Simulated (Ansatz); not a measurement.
**Worked example: correlation energy of GaP$_{2}$H, triplet**

Geometry: displaced at random from a stationary point.

```yaml
atoms:
  - { symbol: Ga, position_ang: [0.0493, 0.0382, 1.1508] }
  - { symbol: P, position_ang: [-0.0174, 0.9940, -1.3281] }
  - { symbol: P, position_ang: [-0.0526, -1.1194, -1.2199] }
  - { symbol: H, position_ang: [-1.2552, 1.2105, -1.3055] }
```

Basis cc-pVDZ; Ansatz 0.2.0. Correlated methods freeze the noble-gas cores and the filled d shells of p-block atoms, which leaves 14 electrons in 44 orbitals. Prefix R: restricted or restricted open-shell reference; prefix U: unrestricted. No spin–orbit coupling is included, and no scalar relativity.

Full CI isn't at hand for all of this; UCCSDT(Q) serves as the reference, and is uncertain by the last step of the cluster series or more.

UCCSD has a T1 diagnostic of 0.028 and a largest doubles amplitude of 0.05.

Runs differ by some tens of microhartree through their thresholds and, for an open shell, their frozen cores, so steps under 0.03 kcal/mol mean nothing.

```json
{"level": "UHF", "total energy (hartree)": "-2605.243265"}
{"level": "UMP2", "total energy (hartree)": "-2605.493087"}
{"level": "UCCSD", "total energy (hartree)": "-2605.535041"}
{"level": "UCCSD(T)", "total energy (hartree)": "-2605.547623"}
{"level": "UCCSDT", "total energy (hartree)": "-2605.549280"}
{"level": "UCCSDT(Q)", "total energy (hartree)": "-2605.550433"}
```

What is the correlation energy at UCCSDT(Q), and what share of it do UMP2 and UCCSDT recover?

E(corr) = -2605.550433 − (-2605.243265) = -0.307168 hartree = -8.358 eV. UMP2: -0.249822 / -0.307168 = 81.33 %. UCCSDT: -0.306015 / -0.307168 = 99.62 %.

By how many kcal/mol does UCCSD(T) miss UCCSDT(Q) (1 hartree = 627.509 kcal/mol), and which steps make up the rest?

-2605.547623 − (-2605.550433) = 0.002810 hartree = 1.76 kcal/mol. Steps: UCCSDT − UCCSD(T) = -1.04, UCCSDT(Q) − UCCSDT = -0.72 kcal/mol. Differences between like states or geometries often cancel part of this.
